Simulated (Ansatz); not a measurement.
Reaction (SMILES): CCl (CH3-Cl) → [CH2]Cl (CH2-Cl) + H atom
B3LYP-D3(BJ)/def2-TZVP geometries, fixed; electronic energies without zero-point terms.

Basis-set convergence of the bond dissociation energy at wB97M-V with Ansatz (an electronic-structure program). Cartesian d functions, on some or all atoms, in 6-31G*, 6-311+G**; all else is spherical. The program fits the integrals of some runs and decomposes those of others, by size. Open shells are unrestricted. The functional holds VV10 correlation; no added dispersion term, no relativity. Functions are those of the species that has most. Reference: the value in pcseg-4, 106.44 kcal/mol, itself unsure by roughly 0.03 kcal/mol (its mean distance from aug-pcseg-3, aug-cc-pV(Q+d)Z, cc-pV(5+d)Z). Deviations are taken from unrounded values.

| basis | functions | bond dissociation energy (kcal/mol) | minus reference (kcal/mol) |
|---|---|---|---|
| 6-31G | 28 | 113.37 | 6.93 |
| pcseg-0 | 28 | 112.20 | 5.76 |
| 6-31G* | 40 | 109.63 | 3.18 |
| def2-SVP | 47 | 107.02 | 0.58 |
| cc-pV(D+d)Z | 52 | 106.65 | 0.21 |
| 6-311+G** | 71 | 107.21 | 0.77 |
| def2-SVPD | 71 | 108.16 | 1.72 |
| aug-pcseg-1 | 77 | 107.41 | 0.97 |
| def2-TZVP | 86 | 106.19 | -0.25 |
| 6-311++G(2d,2p) | 92 | 107.29 | 0.85 |
| def2-TZVPP | 115 | 106.52 | 0.08 |
| jun-cc-pV(T+d)Z | 129 | 106.67 | 0.23 |
| def2-TZVPPD | 139 | 106.66 | 0.22 |
| cc-pV(Q+d)Z | 209 | 106.59 | 0.15 |
| pcseg-3 | 223 | 106.47 | 0.03 |
| def2-QZVPPD | 241 | 106.49 | 0.05 |
| aug-cc-pV(Q+d)Z | 307 | 106.48 | 0.04 |
| aug-pcseg-3 | 321 | 106.46 | 0.02 |

The smallest set listed that lies within 2 kcal/mol of the reference with all its larger relatives (same family, alike in diffuse functions; a set with none counts only in the reference's own line) is def2-SVP (47 functions, 0.58 kcal/mol off). (Relatives not listed, tested too: def2-TZVPD -0.11, cc-pV(T+d)Z 0.22, 6-311++G(3df,3pd) 0.22, aug-pcseg-2 0.24, aug-cc-pV(T+d)Z 0.13, def2-QZVP 0.03, def2-QZVPP 0.03, cc-pV(5+d)Z 0.02, pcseg-4 0.00 kcal/mol.)
